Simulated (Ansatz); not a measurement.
**FeI2: computed properties**

Computed with DFT PBEsol, scalar-relativistic, plane waves, PAW in Ansatz.

Cutoff 420 eV; k points 12×12×6 on the computed 3-atom cell (Γ-centred); Gaussian smearing, width 0.10 eV; collinear spin from starting moments 3.73 0.19 0.19 μB.

The structure is relaxed at this level of theory with its symmetry kept. Whether it is the stable form of this composition wasn't checked.

```cif
data_structure
_symmetry_space_group_name_H-M 'P 1'
_symmetry_Int_Tables_number 1
_cell_length_a 3.9038
_cell_length_b 3.9038
_cell_length_c 6.8429
_cell_angle_alpha 90.000
_cell_angle_beta 90.000
_cell_angle_gamma 120.000
_cell_volume 90.31
loop_
_atom_site_label
_atom_site_type_symbol
_atom_site_fract_x
_atom_site_fract_y
_atom_site_fract_z
_atom_site_occupancy
Fe1 Fe 0.00000 0.00000 0.00000 1
I1 I 0.33333 0.66667 0.23442 1
I2 I 0.66667 0.33333 0.76558 1
```

- Space group: P-3m1 (No. 164)
- Volume per atom: 30.10 Å³
- Formation energy from the elements' standard states (uncorrected): -0.047 eV/atom
- Kohn–Sham band gap: none (metal)
- Density of states at the Fermi level: 1.82 states/eV per cell
- Löwdin character within 0.5 eV of the Fermi level: Fe 3d 87 %, I 5p 10 %
- Bader charges (e): Fe (1 in the cell) 0.82, I (2 in the cell) -0.41
- Total moment: 4.00 μB per cell
- Site moments (μB; atoms counted from 1 over the whole cell): Fe (atom 1) 3.39, I (atom 2) 0.17, I (atom 3) 0.17

Spin-orbit coupling is left out, which matters for the bands of heavy elements. Each cell of FeI2 holds layers, and where no dispersion correction was added their binding is poorly described.

Only this magnetic start was tried.

Cost: 6 runs of about 11 core-minutes in all, on Intel Xeon Platinum 8559C (Emerald Rapids) (shared hosts).